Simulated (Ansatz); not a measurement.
Input file:

```yaml
crystal:
  periodic: [false, false, false]
  atoms:
    - {symbol: C, position_ang: [0.000000, 0.000000, 0.000000]}
    - {symbol: Ga, position_ang: [0.000000, 0.000000, 4.404000]}
basis:
  gaussian: {orbitals: cc-pVDZ}
magnetization: {spin_polarized: true, initial_magnetization: 1}
correlation: {method: ccsdt, electrons: outside_noble_gas}
scf: {lower_state_search: light}
```

```sh
$ ansatz run in.yaml --threads 1 --pin off --events-out ev --progress --plain --max-ram 2393MiB
```

Log:

```
740 factors; integrals over basis functions are off by at most 1.8e-7 eV
mean field evaluation 1: about -53353.4292 eV, gradient 9.8e0 eV
mean field evaluation 2: about -53353.4293 eV, gradient 9.8e0 eV
mean field evaluation 4: about -53355.9755 eV, gradient 4.9e0 eV
mean field evaluation 8: about -53358.2069 eV, gradient 5.7e-1 eV
mean field evaluation 16: about -53358.2198 eV, gradient 3.9e-1 eV
mean field evaluation 32: about -53358.2151 eV, gradient 3.8e-2 eV
mean field evaluation 64: about -53358.2373 eV, gradient 2.3e-3 eV
mean field evaluation 96: about -53358.2466 eV, gradient 2.1e-2 eV
mean field evaluation 128: about -53358.2151 eV, gradient 4.8e-4 eV
mean field evaluation 160: about -53358.1001 eV, gradient 2.8e0 eV
...
mean field -53358.26025968 eV, -1960.8798970156 hartree, gradient 1.6e-9 eV, S^2 1.767463; 38 other end points of the search recorded, 0 dependent functions left out
determinant -53358.26025968 eV, -1960.8798970156 hartree, with singles and doubles -53361.44396688 eV, -1960.9968960969 hartree
determinant -53358.24558595 eV, -1960.8793577659 hartree, with singles and doubles -53361.42351039 eV, -1960.9961443347 hartree
determinant -53358.23730155 eV, -1960.8790533198 hartree, with singles and doubles -53361.41570322 eV, -1960.9958574267 hartree
determinant -53358.21815860 eV, -1960.8783498294 hartree, with singles and doubles -53361.39679309 eV, -1960.9951624921 hartree
determinant -53358.21505140 eV, -1960.8782356417 hartree, with singles and doubles -53361.40557776 eV, -1960.9954853229 hartree
determinant -53357.61663036 eV, -1960.8562440744 hartree, with singles and doubles -53360.91226400 eV, -1960.9773563766 hartree
determinant -53357.59596479 eV, -1960.8554846284 hartree, with singles and doubles -53360.92405060 eV, -1960.9777895261 hartree
determinant -53357.59342930 eV, -1960.8553914509 hartree, with singles and doubles -53360.92876157 eV, -1960.9779626512 hartree
determinant -53357.58718798 eV, -1960.8551620865 hartree, with singles and doubles -53360.92594661 eV, -1960.9778592031 hartree
determinant -53357.58224353 eV, -1960.8549803813 hartree, with singles and doubles -53360.93719411 eV, -1960.9782725414 hartree
determinant -53357.56971747 eV, -1960.8545200574 hartree, with singles and doubles -53360.90623312 eV, -1960.9771347460 hartree
determinant -53357.56075983 eV, -1960.8541908701 hartree, with singles and doubles -53360.89658419 eV, -1960.9767801543 hartree
determinant -53357.55810670 eV, -1960.8540933695 hartree, with singles and doubles -53360.90700380 eV, -1960.9771630677 hartree
determinant -53357.50955020 eV, -1960.8523089509 hartree, with singles and doubles -53360.87835802 eV, -1960.9761103547 hartree
determinant -53355.82458566 eV, -1960.7903876463 hartree, with singles and doubles -53359.76312618 eV, -1960.9351263406 hartree
determinant -53355.81233705 eV, -1960.7899375179 hartree, with singles and doubles -53359.73852455 eV, -1960.9342222472 hartree
determinant -53355.76114772 eV, -1960.7880563447 hartree, with singles and doubles -53359.72351764 eV, -1960.9336707537 hartree
determinant -53355.74037382 eV, -1960.7872929180 hartree, with singles and doubles -53359.71103923 eV, -1960.9332121804 hartree
determinant -53355.67564618 eV, -1960.7849142212 hartree, with singles and doubles -53359.66608519 eV, -1960.9315601499 hartree
determinant -53355.65808165 eV, -1960.7842687366 hartree, with singles and doubles -53359.94967127 eV, -1960.9419817462 hartree
determinant -53358.26025968 eV, -1960.8798970156 hartree, with singles and doubles -53361.44370961 eV, -1960.9968866426 hartree
determinant -53358.24558595 eV, -1960.8793577659 hartree, with singles and doubles -53361.42332570 eV, -1960.9961375478 hartree
determinant -53358.23730155 eV, -1960.8790533198 hartree, with singles and doubles -53361.41557623 eV, -1960.9958527598 hartree
determinant -53358.21815860 eV, -1960.8783498294 hartree, with singles and doubles -53361.39661174 eV, -1960.9951558276 hartree
determinant -53358.21505140 eV, -1960.8782356417 hartree, with singles and doubles -53361.40559039 eV, -1960.9954857871 hartree
determinant -53357.61663036 eV, -1960.8562440744 hartree, with singles and doubles -53361.01271323 eV, -1960.9810478177 hartree
determinant -53357.59596479 eV, -1960.8554846284 hartree, with singles and doubles -53360.98112856 eV, -1960.9798871024 hartree
determinant -53357.59342930 eV, -1960.8553914509 hartree, with singles and doubles -53360.97914961 eV, -1960.9798143774 hartree
determinant -53357.58718798 eV, -1960.8551620865 hartree, with singles and doubles -53360.97237002 eV, -1960.9795652319 hartree
determinant -53357.58224353 eV, -1960.8549803813 hartree, with singles and doubles -53360.96824694 eV, -1960.9794137119 hartree
determinant -53357.56971747 eV, -1960.8545200574 hartree, with singles and doubles -53360.96057397 eV, -1960.9791317352 hartree
determinant -53357.56075983 eV, -1960.8541908701 hartree, with singles and doubles -53360.95071141 eV, -1960.9787692929 hartree
determinant -53357.55810670 eV, -1960.8540933695 hartree, with singles and doubles -53360.94836164 eV, -1960.9786829404 hartree
15 core orbitals not correlated: weight in the atoms' cores, before any rotation towards them, 1.000 or more for the frozen orbitals, at most 0.000 for the correlated occupied ones
reference -53358.26025968 eV, -1960.8798970156 hartree; 4, 3 occupied and 22, 23 virtual orbitals, 740 factors
second order -2.21216474 eV of doubles, -0.00000000 eV of singles
...
cycle  56  -3.25194345 eV  change   -7.1e-8 eV  update   1.1e-6
cycle  57  -3.25194354 eV  change   -9.5e-8 eV  update   1.1e-6
cycle  58  -3.25194350 eV  change    4.4e-8 eV  update   1.0e-6
cycle  59  -3.25194344 eV  change    6.0e-8 eV  update   1.1e-6
cycle  60  -3.25194340 eV  change    4.1e-8 eV  update   1.2e-6
cycle  61  -3.25194341 eV  change   -1.1e-8 eV  update   1.2e-6
cycle  62  -3.25194339 eV  change    1.6e-8 eV  update   1.2e-6
cycle  63  -3.25194345 eV  change   -6.2e-8 eV  update   1.7e-6
cycle  64  -3.25194345 eV  change   6.3e-10 eV  update   9.1e-7
cycle  65  -3.25194343 eV  change    1.8e-8 eV  update   8.2e-7
WARN: the results are in doubt because among natural orbitals the method converges to other amplitudes
Total energy: -53361.51220312 eV, -1960.9994037326 hartree
In doubt: among natural orbitals the method converges to other amplitudes
```

Ran on 1 thread of Arm Neoverse V2, shared host: 33 s wall, 0.2 GiB peak host memory.
